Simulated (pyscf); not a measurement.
H₂N–SiH(Cl)–Cl + HCl → H₂N–Si(Cl)(Cl)–Cl + H₂ (four-centre exchange; singlet surface; H–Si, Cl–H broken, Cl–Si, H–H formed). PySCF, gas phase, ωB97X-D3(BJ)/def2-SVP geometries. Energies in kcal/mol from the separated reactants.

| level | barrier | reaction energy |
|---|---|---|
| PBE/def2-TZVP | 26.2 | -17.6 |
| r²SCAN/def2-TZVP | ? | -19.9 |
| B3LYP-D3(BJ)/def2-TZVP | 31.3 | -18.6 |
| PBE0-D3(BJ)/def2-TZVP | 27.8 | -18.6 |
| M06-2X/def2-TZVP | 32.3 | -20.0 |
| ωB97M-D3(BJ)/def2-TZVP | ? | ? |

What belongs in the gaps?


- r²SCAN/def2-TZVP, barrier: 27.2
- ωB97M-D3(BJ)/def2-TZVP, barrier: 32.5
- ωB97M-D3(BJ)/def2-TZVP, reaction energy: -18.4

The functionals in the table span 6.2 kcal/mol in this barrier, from PBE to ωB97M-D3(BJ). One saddle was located; it need not be the lowest between these sides.
